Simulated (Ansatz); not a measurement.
Two shapes of singlet C₅H₅(-).

Shape 1:

```xyz
10

C     1.2037    0.0000    0.0000
C     0.3720    1.1448    0.0000
C    -0.9738    0.7075    0.0000
C    -0.9738   -0.7075    0.0000
C     0.3720   -1.1448    0.0000
H     2.2937    0.0000    0.0000
H     0.7088    2.1814    0.0000
H    -1.8556    1.3482    0.0000
H    -1.8556   -1.3482    0.0000
H     0.7088   -2.1814    0.0000
```

Shape 2:

```xyz
10

C     1.2120    0.0399   -0.0290
C     0.3395    1.1083    0.0110
C    -1.0004    0.6658   -0.0074
C    -1.0027   -0.7101    0.0407
C     0.3801   -1.1536    0.0485
H     2.3332   -0.0174   -0.0252
H     0.6717    2.1951   -0.0306
H    -1.8657    1.3146    0.0357
H    -1.9010   -1.3577    0.0188
H     0.6994   -2.1710    0.0480
```

Basis set: 6-31G* (spherical functions). Correlated methods keep 5 orbitals frozen. Charge -1, multiplicity 1.

Computed with Ansatz (development build ahead of 0.2.0); each method stands on the lowest determinant of its kind that the runs found.

Question: Which shape is lower in energy, and by how much in each method?

Answer:

```csv
method,E(2) − E(1) (eV)
RHF,0.278
RHF-MP2,0.236
```

Shape 1 is lower. Caution: no diffuse functions for an anion.
